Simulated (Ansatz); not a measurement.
A made-up structure of CH2N, doublet:

C1  (-0.014, -0.011, -0.015)
N2  (0.727, 0.588, 0.774)
H3  (1.542, 0.120, 1.171)
H4  (0.157, -1.065, -0.273)
(Å)

It is relaxed with PBE-D4/def2-SVP and then PBE0-D4/def2-TZVP (Ansatz 0.2.0). Atoms count as bonded within 1.22 times the sum of their covalent radii (H–H: 0.88 Å). The end point is not checked to be a true minimum.

Task: Does its bonding change? (Judge from chemistry; the calculation decides.)

Result: By the calculation: No: no bond forms or breaks.

Where it ends: The first stage lowers the energy by 0.11 eV in 7 steps. It ends as CH₂N ([CH][NH]):
C1  (0.041, -0.059, 0.019)
N2  (0.739, 0.594, 0.772)
H3  (1.567, 0.189, 1.221)
H4  (0.066, -1.092, -0.354)
(Å)

Labels in which every atom is bracketed show which atoms are joined, not bond orders.

For scale, one of the runs: PBE0-D4/def2-TZVP relaxation, 74 basis functions, launched by `ansatz run in.yaml --threads 2 --pin off --events-out ev --progress --plain --max-ram 4352MiB`. The run took about 4.1 s on 2 CPU threads of an Arm Neoverse V2 (shared host).
